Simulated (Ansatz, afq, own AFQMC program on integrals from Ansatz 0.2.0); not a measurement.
GeNH₄, doublet in 6-31G, levels against AFQMC with the constraint released

| atom | x (Å) | y (Å) | z (Å) |
| --- | --- | --- | --- |
| Ge | 0.0000 | 0.0132 | 0.2966 |
| N | 0.0000 | -0.1277 | -1.5671 |
| H | 0.0000 | 1.4630 | 0.8219 |
| H | 1.2578 | -0.7228 | 0.7840 |
| H | -1.2578 | -0.7228 | 0.7840 |
| H | 0.0000 | 0.8080 | -1.9853 |

Connectivity, by distances: GeH3–NH.

Basis 6-31G. Noble-gas cores (and the filled d shells of Ga–Kr and In–Xe) are frozen. Integrals, coupled cluster, full CI and functionals: Ansatz 0.2.0; the random walks run on the same integrals in our own AFQMC program. The CISD trial takes its coefficients from CCSD amplitudes. Released means that phaseless walkers are propagated on without the constraint, phases kept. Free projection: walkers drawn from exp(T), propagated without any constraint. Its projection time is finite, and what remains of the start isn't in its error. ± is one standard error of the sampling. No spin–orbit coupling.

Determinant: UHF, the one that the program's search chose, which needn't be the lowest solution. The geometry is a point of a scan.

No full CI on the walks' own integrals is used here. The released AFQMC energy serves as the reference, which it does only where one determinant dominates, the energy is flat over the last release times and near the phaseless one (40 meV or 2 meV an electron, half that with transition metals). On small molecules, where full CI could be run and the noise was under 10 meV, such values lay within 10 meV of it in 19 cases of 20, a flattering rate, since the rule was set on those same cases; what remains of the bias isn't in the error bar.

Cautions: no relativity below Rb; no spin-orbit coupling; inner d shell frozen; the released value is read at 2.40 1/Eh with a noise of 10 meV, more than in the cases checked (meV from the phaseless value at times in 1/Eh: -24 ± 9 at 0.24, -13 ± 8 at 0.51, -14 ± 10 at 0.99, -16 ± 13 at 1.62, -7 ± 10 at 2.40).

- T1 diagnostic: 0.0140
- weight of the determinant in the CISD state: 0.907
- ⟨S²⟩ of the determinant: 0.761
- size of the correlated space: 13 electrons in 31 orbitals

Reference: AFQMC with the constraint released, correlation energy -4.740 ± 0.010 eV.

| level | E − E(reference) (kJ/mol) | share of correlation (%) |
| --- | --- | --- |
| HF | 457.3 ± 1.0 | 0.00 |
| MP2 | 87.7 ± 1.0 | 80.82 |
| CCSD | 9.8 ± 1.0 | 97.85 |
| CCSD(T) | 2.3 ± 1.0 | 99.50 |
| ph-AFQMC/HF | -6.8 ± 4.9 | 101.48 |
| ph-AFQMC/CISD | 0.7 ± 1.3 | 99.85 |
| free AFQMC | -0.3 ± 1.4 | 100.06 |

Free projections are given only where their last times agree within the noise and don't stop above the reference; a slow remainder of the start can still hide under it. A walk keeps the symmetry of its determinant, which the program's search chose and which needn't be the lowest solution, so a lower state of the same spin and another symmetry isn't excluded. Released energies are given only where the last usable release times agree within the noise; a slower fall can still hide under it.
